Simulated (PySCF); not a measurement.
**The potential of point charges around [B2H7]-**

Species: [B2H7]-, charge -1. Coordinates (PBE0-D3(BJ)/def2-SVP, Å) and charges (e) from the PBE0/pcSseg-1 density (PySCF):

| atom | x | y | z | Mulliken | IAO | Hirshfeld | ESP-fitted |
| --- | --- | --- | --- | --- | --- | --- | --- |
| B1 | 0.999 | 0.432 | -0.748 | -0.0936 | -0.3943 | -0.1108 | -0.1486 |
| H2 | -0.001 | 0.004 | 0.001 | -0.1349 | +0.0184 | -0.0572 | +0.1278 |
| B3 | -0.999 | -0.432 | 0.747 | -0.0937 | -0.3944 | -0.1108 | -0.1512 |
| H4 | 0.639 | 1.554 | -1.093 | -0.1131 | -0.0383 | -0.1203 | -0.1385 |
| H5 | 1.959 | 0.415 | 0.017 | -0.1129 | -0.0383 | -0.1202 | -0.1386 |
| H6 | 1.053 | -0.392 | -1.656 | -0.1128 | -0.0383 | -0.1202 | -0.1381 |
| H7 | -1.896 | -0.643 | -0.064 | -0.1130 | -0.0383 | -0.1202 | -0.1384 |
| H8 | -1.212 | 0.502 | 1.516 | -0.1131 | -0.0384 | -0.1203 | -0.1374 |
| H9 | -0.542 | -1.440 | 1.280 | -0.1128 | -0.0383 | -0.1202 | -0.1372 |

Points outside the species (Å): A (5.4, -6.1, -1.2); B (2.2, -2.6, 0.1); C (-3.8, 0.7, -1.5); D (3.7, 1.8, -1.5); E (4.0, 0.8, 1.6).

**Question.** Find the potential V = 14.3996 V·Å × Σ q/r of each set of charges at these points.

**Answer.** In volts:

```tsv
point	nearest atom	distance (Å)	Mulliken	IAO	Hirshfeld	ESP-fitted
A	H6	7.19	-1.734	-1.733	-1.733	-1.730
B	H5	3.03	-3.942	-3.948	-3.920	-3.864
C	H7	2.74	-3.405	-3.392	-3.399	-3.386
D	H5	2.69	-3.520	-3.578	-3.543	-3.594
E	H5	2.61	-3.296	-3.272	-3.298	-3.298
```

**Question.** How far are the other sets from the ESP-fitted one at these points?

**Answer.** Root-mean-square difference: Hirshfeld 0.035 V, IAO 0.041 V, Mulliken 0.049 V. The ESP scheme fits charges at the nuclei, held to the total charge, to the electrostatic potential on points at 1.4 to 2.0 times the van der Waals radii.

**Question.** What energy would a point charge of -2 e have at B in the field of the ESP charges, leaving out polarisation?

**Answer.** +7.727 eV = +745.6 kJ/mol, a repulsion. The total charge alone, placed at the mean of the coordinates, would give +8.452 eV.

Geometry: PBE0-D3(BJ)/def2-SVP; no solvent, vibrations or thermal averaging. The pcSseg-1 basis has no diffuse functions, a weakness for an anion.
